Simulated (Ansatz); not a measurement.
**CH4 (triplet): wave-function methods side by side at distance H1–H2 along a hydrogen transfer = 0.954 Å, cc-pVTZ**

Aim: climb from Hartree-Fock through coupled cluster and multireference methods for CH4 (triplet) at one geometry and basis, and see what each rung misses.

Method: cc-pVTZ, core rule «outside noble gas», up to 1 orbitals frozen; program: Ansatz 0.2.0, Gaussian basis.

The runs, in order: UHF; CCSD(T) on ROHF; CCSD(T) on UHF; BCCD(T) on ROHF; CCSDT(Q) on ROHF; CCSDT(Q) on UHF; CASSCF and MRCISD+Q, 4 electrons in 4 orbitals; CASSCF and NEVPT2, 4 electrons in 4 orbitals; CASSCF and MRCISD+Q, 8 electrons in 8 orbitals; CASSCF and NEVPT2, 8 electrons in 8 orbitals.

## (1) The system

The geometry derives from fragments relaxed apart (PBE0/def2-TZVP) and kept rigid, so it is no stationary point. A hydrogen atom is moved between rigid fragments.

5 atoms, charge 0, spin multiplicity 3.

Atoms are counted from 1 here; the program's logs count them from 0.

Bond lengths: H2–C3 1.174 Å, C3–H4 1.079 Å, C3–H5 1.079 Å. Angles: H2–C3–H4 112.6°, H2–C3–H5 112.6°, H4–C3–H5 134.8°.

Coordinates:

```xyz
5
CH4
H    -1.9726    0.0000    0.0000
H    -1.0186    0.0000    0.0000
C     0.1554    0.0000    0.0000
H     0.5698    0.0000    0.9962
H     0.5698    0.0000   -0.9962
```

## (2) UHF

in.yaml reads:

```yaml
crystal:
  periodic: [false, false, false]
  atoms:
    - {symbol: H, position_ang: [-1.972619, 0.000000, 0.000000]}
    - {symbol: H, position_ang: [-1.018619, 0.000000, 0.000000]}
    - {symbol: C, position_ang: [0.155381, 0.000000, 0.000000]}
    - {symbol: H, position_ang: [0.569849, 0.000000, 0.996161]}
    - {symbol: H, position_ang: [0.569850, 0.000000, -0.996161]}
basis:
  gaussian: {orbitals: cc-pVTZ}
magnetization: {spin_polarized: true, initial_magnetization: 2}
hamiltonian: {xc: hf}
output: {orbitals: {seedname: orbitals}}
```

Started as:

```console
ansatz run in.yaml --threads 1 --pin off --events-out ev --progress --plain --max-ram 2816MiB --backend cpu
```

Further steps of the session: CCSD(T) on ROHF; CCSD(T) on UHF; BCCD(T) on ROHF; CCSDT(Q) on ROHF; CCSDT(Q) on UHF; CASSCF and MRCISD+Q, 4 electrons in 4 orbitals; CASSCF and NEVPT2, 4 electrons in 4 orbitals; CASSCF and MRCISD+Q, 8 electrons in 8 orbitals; CASSCF and NEVPT2, 8 electrons in 8 orbitals.

**Question.** What will the summary of the whole plan be? Wanted: UCCSDT(Q) below the RHF energy; RMP2 from UCCSDT(Q); UMP2 from UCCSDT(Q); RCCSD from UCCSDT(Q); RCCSD(T) from UCCSDT(Q); UCCSD(T) from UCCSDT(Q); RCCSDT(Q) from UCCSDT(Q); NEVPT2 pair from UCCSDT(Q); MRCISD+Q pair from UCCSDT(Q).

**Answer**, as computed:

| quantity | value |
| --- | --- |
| UCCSDT(Q) below the RHF energy | -5.6974 eV |
| RMP2 from UCCSDT(Q) | +18.07 kcal/mol |
| UMP2 from UCCSDT(Q) | +19.18 kcal/mol |
| RCCSD from UCCSDT(Q) | +4.00 kcal/mol |
| RCCSD(T) from UCCSDT(Q) | +0.46 kcal/mol |
| UCCSD(T) from UCCSDT(Q) | +0.47 kcal/mol |
| RCCSDT(Q) from UCCSDT(Q) | +0.03 kcal/mol |
| NEVPT2 pair from UCCSDT(Q) | +18.74 kcal/mol |
| MRCISD+Q pair from UCCSDT(Q) | +1.14 kcal/mol |
| NEVPT2 valence from UCCSDT(Q) | +18.97 kcal/mol |
| levels within 1 kcal/mol (43 meV) | RCCSD(T), UCCSD(T), BCCD(T), RCCSDT, UCCSDT, RCCSDT(Q), MRCISD+Q valence |
| T1 diagnostic | 0.024 |
| effectively unpaired electrons | 2.01 |

What this shows: RCCSD(T) misses by +0.46 kcal/mol, 0.3 % of the correlation energy. One determinant dominates. Of the multireference levels listed MRCISD+Q valence comes nearest in total energy (+0.84 kcal/mol), which doesn't show that its space is the better one. These misses are within one basis, not against nature; the frozen cores of restricted and unrestricted runs differ, which can shift their rows.
